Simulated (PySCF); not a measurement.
C5H5S (charge +1).
Numbering: `[cH:1]1[cH:2][cH:3][s+:4][cH:5][cH:6]1` (hydrogens: H7 on C1; H8 on C2; H9 on C3; H10 on C5; H11 on C6)

Geometry (PBE0-D3(BJ)/def2-SVP, Å), atoms numbered from 1 in this order:
```
atom  x, y, z in Å
C1    -0.314    1.106   -0.126
C2    -1.314    0.130   -0.061
C3    -1.031   -1.215    0.085
S4     0.528   -1.846    0.199
C5     1.518   -0.487    0.093
C6     1.050    0.805   -0.051
H7    -0.612    2.152   -0.241
H8    -2.364    0.429   -0.126
H9    -1.821   -1.971    0.135
H10    2.588   -0.712    0.150
H11    1.783    1.614   -0.108
```

Computed, not measured: core-valence-separated Tamm–Dancoff BHandHLYP/aug-pcX-1 (pcseg-1 on H, def2-SVPD on S) in PySCF, non-relativistic, gas phase, PBE0-D3(BJ)/def2-SVP geometry. The energies are unshifted.

The lowest roots of each edge with f over 0.003 (five at most, numbered afresh; weaker and dark ones are left out), with transition dipoles (au) in the frame of the coordinates:

| root | edge | E (eV) | μx | μy | μz |
| --- | --- | --- | --- | --- | --- |
| 1 | C | 281.81 | -0.0031 | 0.0094 | 0.0933 |
| 2 | C | 282.50 | -0.0043 | 0.0133 | 0.1324 |
| 3 | C | 282.89 | -0.0046 | 0.0141 | 0.1400 |
| 4 | C | 285.89 | 0.0007 | -0.0023 | -0.0230 |
| 5 | C | 287.30 | -0.0762 | -0.0408 | 0.0017 |

Q: What are the oscillator strengths?

A: f = (2/3) ΔE |μ|², with ΔE in hartree (27.2114 eV):

| root | ΔE (Eh) | \|μ\|² (au) | f | core hole on |
| --- | --- | --- | --- | --- |
| 1 | 10.3564 | 0.008807 | 0.061 | C1 |
| 2 | 10.3815 | 0.017726 | 0.123 | C3/C5 |
| 3 | 10.3961 | 0.019816 | 0.137 | C2/C6 |
| 4 | 10.5063 | 0.000534 | 0.004 | C3/C5 |
| 5 | 10.5582 | 0.007478 | 0.053 | C3/C5 |

Q: What is the unit vector of the normal of the molecular plane, and which share of each root's |μ|² lies along it?

A: (0.03, -0.10, -0.99), up to sign.

```csv
root,core hole on,share along it,final orbital under reflection in the plane
1,C1,1.00,odd
2,C3/C5,1.00,odd
3,C2/C6,1.00,odd
4,C3/C5,1.00,odd
5,C3/C5,0.00,even
```

The 1s orbitals of atoms in the plane are even under the reflection, so light polarised along the normal reaches odd orbitals alone (the out-of-plane π set) and light polarised in the plane even ones.

Q: For fixed molecules, how does the intensity of root 1 change when the electric field is turned 45° away from the normal of the molecular plane?

A: Intensity goes as (E·μ)², and μ lies along that direction, so it falls to cos²45° = 0.50 of its maximum; it vanishes at 90°.

Q: Molecules are fixed in this frame and the field points along y. What effective strengths 3 f cos²θ do the roots have (θ between field and μ)?

A: root 1 (C1): 0.002, root 2 (C3/C5): 0.004, root 3 (C2/C6): 0.004, root 4 (C3/C5): 0.000, root 5 (C3/C5): 0.035. Root 5 is the strongest. Averaged over all orientations cos²θ is 1/3, which gives f back.

